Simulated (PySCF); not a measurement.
phosphanide, H2P (charge -1), SMILES [PH2-], point group C2v.

Level: B3LYP/pcSseg-2 in PySCF (density fitting, grid level 2); geometry and Hessian at that level, cubic constants and property derivatives from steps of ±0.6 along each species' dimensionless normal coordinates, second-order vibrational perturbation theory. The parent has the commonest isotopes.

Equilibrium geometry (Å):

```
atom        x        y        z
  P1   0.0251   0.6623  -0.0094
  H2  -1.0213  -0.3208  -0.0438
  H3   1.0421  -0.3517   0.0030
```

Species: ²H at 2. Output of the displacement run:

```
mode    cm-1    km/mol   phi_rrr   E(+)/cm-1  E(-)/cm-1
  1    950.01    24.70     -36.8     169.75     172.45
  2   1612.75   164.60    -867.5     261.10     323.41
  3   2245.52   351.70    1428.3     459.31     356.85
```

For the shielding of P1 (σe = 650.86 ppm):

```json
{"mode": "1", "ω (cm⁻¹)": "950", "Σr φrrs (cm⁻¹)": "25", "∂σ/∂q": "-2.204", "∂²σ/∂q²": "-3.552"}
{"mode": "2", "ω (cm⁻¹)": "1613", "Σr φrrs (cm⁻¹)": "-878", "∂σ/∂q": "-52.639", "∂²σ/∂q²": "-19.539"}
{"mode": "3", "ω (cm⁻¹)": "2246", "Σr φrrs (cm⁻¹)": "1273", "∂σ/∂q": "62.159", "∂²σ/∂q²": "-27.218"}
```

Work out the zero-point average of this shielding.

With ⟨qs⟩ = −Σr φrrs/(4ωs) and ⟨qs²⟩ = 1/2: the mean displacements are -0.007, 0.136, -0.142. The anharmonic term Σ (∂σ/∂q)⟨q⟩ is -15.96 ppm, the harmonic term ¼ Σ ∂²σ/∂q² is -12.58 ppm, so ⟨σ⟩ = 622.32 ppm.
